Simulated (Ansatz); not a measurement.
We consider 2H WS2, described by r²SCAN in Ansatz (PAW).

Numerical settings: plane-wave cutoff 600 eV, 12×12×4 k mesh (along the axes of the cell as run), no spin polarisation, scalar-relativistic PAW data made under PBE.

Cell (measured lattice):

```
WS2
1.0
    3.15300     0.00000     0.00000
   -1.57650     2.73058     0.00000
    0.00000     0.00000    12.32300
W S
2 4
Direct
  0.66667   0.33333   0.75000
  0.33333   0.66667   0.25000
  0.66667   0.33333   0.12306
  0.33333   0.66667   0.62306
  0.33333   0.66667   0.87694
  0.66667   0.33333   0.37694
```

Q: Estimate the Young modulus, Voigt–Reuss–Hill bulk modulus, elastic constant C33, Poisson ratio, elastic constant C11, elastic constant C12, elastic constant C13, elastic constant C44 and elastic constant C66 that the calculation returns.

A: 
Young modulus: 118 GPa
Voigt–Reuss–Hill bulk modulus: 72.3 GPa
elastic constant C33: 67.2 GPa
Poisson ratio: 0.228
elastic constant C11: 272 GPa
elastic constant C12: 65.8 GPa
elastic constant C13: 16.7 GPa
elastic constant C44: 19.2 GPa
elastic constant C66: 103 GPa

Measured, for comparison: elastic constant C33 60 ± 5 GPa (temperature not stated, not corrected to a static lattice; as tabulated in Björkman et al. (2012), arXiv:1206.3542). Computed (rounded) less measured: elastic constant C33 +12 %.

Note: the cell isn't this level's own, so it is under some stress, which shifts stiffness and frequencies.

Elastic constants are with the ions relaxed.

Spin–orbit coupling is not included.

Computed values are for the static lattice.

The result took roughly 27 core-minutes.

Ansatz is an electronic-structure program.
